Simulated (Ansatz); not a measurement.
This script for a search for lower mean-field states of H3OPS, SMILES OPS with Ansatz's Python interface holds a mistake.

`states_h3ops.py`:
```python
'''Does a wider search find a lower mean-field state of H3OPS?'''

from dataclasses import dataclass

import ansatz
import numpy as np


@dataclass
class RunConfig:
    basis: str = 'cc-pVDZ'
    xc: str = 'pbe'
    dispersion: str = 'd4'


settings = RunConfig()

system = (
    ansatz.Crystal.molecule()
    .atom('O', [-1.4, 0.3434, -0.5246])
    .atom('P', [-0.042, 0.842, 0.1079])
    .atom('S', [0.5847, -1.0798, 0.6149])
    .atom('H', [-1.6822, -0.4242, -0.1009])
    .atom('H', [0.7038, 1.0044, -1.1065])
    .atom('H', [4.39047, -1.74283, 2.26687])
)
symbols = [site.symbol for site in system.cartesian_sites]

start = np.array([site.position_ang for site in system.cartesian_sites])
for factor in [1.0, 1.3]:
    xyz = (start - start.mean(axis=0)) * factor
    scaled = ansatz.Crystal.molecule()
    for symbol, place in zip(symbols, xyz):
        scaled = scaled.atom(symbol, place.tolist())
    base = (
        scaled.calculation()
        .basis(gaussian=settings.basis)
        .functional(settings.xc, dispersion=settings.dispersion)
        .spin('collinear')
    )
    for search in ('off', 'standard'):
        try:
            r = base.scf(lower_state_search=search).run().report
        except ansatz.AnsatzError as error:
            print(f'x{factor} search {search}: {type(error).__name__}')
            continue
        state = r['mean_field']['state']
        print(f'all distances x{factor}, search {search:8s} E = {r["free_energy_ev"]:.5f} eV  <S^2> = {abs(state["spin_squared"]):.3f}  other states met: {len(r["mean_field"]["others"])}')
```

```console
$ python states_h3ops.py
all distances x1.0, search off      E = -22205.48257 eV  <S^2> = 1.003  other states met: 0
all distances x1.0, search standard E = -22205.48257 eV  <S^2> = 1.003  other states met: 6
all distances x1.3, search off      E = -22202.16368 eV  <S^2> = 1.013  other states met: 0
all distances x1.3, search standard E = -22202.16368 eV  <S^2> = 1.013  other states met: 9
```

The script ran to its end, but the result can't be trusted. Why?

The fault: one atom is pulled far from the rest. The change:

```diff
--- before
+++ after
@@ -24,3 +24,3 @@
     .atom('H', [0.7038, 1.0044, -1.1065])
-    .atom('H', [4.39047, -1.74283, 2.26687])
+    .atom('H', [1.8777, -0.7499, 0.963])
 )
```

After the fix:

```console
$ python states_h3ops.py
all distances x1.0, search off      E = -22208.60816 eV  <S^2> = 0.000  other states met: 0
all distances x1.0, search standard E = -22208.60816 eV  <S^2> = 0.000  other states met: 0
all distances x1.3, search off      E = -22204.83242 eV  <S^2> = 0.000  other states met: 0
all distances x1.3, search standard E = -22204.83242 eV  <S^2> = 0.000  other states met: 1
```

Reading the output:
- Total energies depend on the basis set; only differences at equal settings carry meaning.
- The count of other states can hold repeated and symmetry-equivalent ends of the search; scaling all distances is a test, and for more than two atoms no physical path.
- The structure is a rough, unrelaxed start.
- Hardware and time: 7.6 s on 1 thread of Arm Neoverse V1, with other jobs on the host, peak memory 0.19 GiB.
